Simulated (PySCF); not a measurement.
Computed with PySCF and rigid-rotor harmonic-oscillator thermochemistry at 1 bar. 'Table' is the NASA 1993 thermochemical table (part measured, part estimated). 6-31G* has spherical d functions here. Open shells (unrestricted): SiH (multiplicity 2, electronic degeneracy 4). Spin-orbit splitting is ignored; it lowers the true energy and changes the entropy of SiH. B3LYP is the form with VWN-RPA correlation. The harmonic model lacks anharmonicity and excited electronic states, which grow with temperature; levels with a mode under 35 cm⁻¹ are left out. The table's entry may be an old estimate for SiH (not checked at source).

Harmonic frequencies at B3LYP/6-31G* (cm⁻¹): 2016. Point group C∞v; S°(298 K) = 198.5 J/mol/K at this level.

Q: Work out Cp and S° of gaseous SiH at 500, 800, 1200, 1600, 2000 K from these, and set them beside the table.

A: 
| T (K) | Cp B3LYP/6-31G* | Cp table | S° B3LYP/6-31G* | S° table |
|---|---|---|---|---|
| 500 | 30.0 | 30.5 | 213.8 | 213.6 |
| 800 | 32.2 | 32.7 | 228.3 | 228.4 |
| 1200 | 34.3 | 35.0 | 241.8 | 242.1 |
| 1600 | 35.5 | 36.4 | 251.8 | 252.4 |
| 2000 | 36.1 | 37.2 | 259.8 | 260.6 |
Units J/mol/K.
